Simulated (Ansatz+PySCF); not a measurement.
Results of a calculation; reference values are marked as such.
A run of PySCF 2.14.0 on singlet NaCl at this shape:

```csv
atom,x (Å),y (Å),z (Å)
Na,0.0000,0.0000,-2.8395
Cl,0.0000,0.0000,1.8373
```

Its results:

```yaml
Converged: yes
Reference_energy: -614.37825 hartree
Correlation_energy: -0.03800 hartree
Total_energy: -614.41625 hartree
```

Q: Which input gives this output? Name the method, the orbitals and the basis set, and write the input.

A: RHF-MP2 in STO-3G. An unrestricted run that stays on the closed shell gives the same numbers.

```python
from pyscf import gto, scf, mp

mol = gto.M(atom="""
Na 0.000000 0.000000 -2.839470
Cl 0.000000 0.000000 1.837310
""", basis='sto-3g', charge=0, spin=0)
mf = scf.RHF(mol)
mf.kernel()
pt = mp.MP2(mf, frozen=6).run()
print(mf.e_tot, pt.e_corr, pt.e_tot)
```

Caution: bonds are stretched, where a single reference can fail.
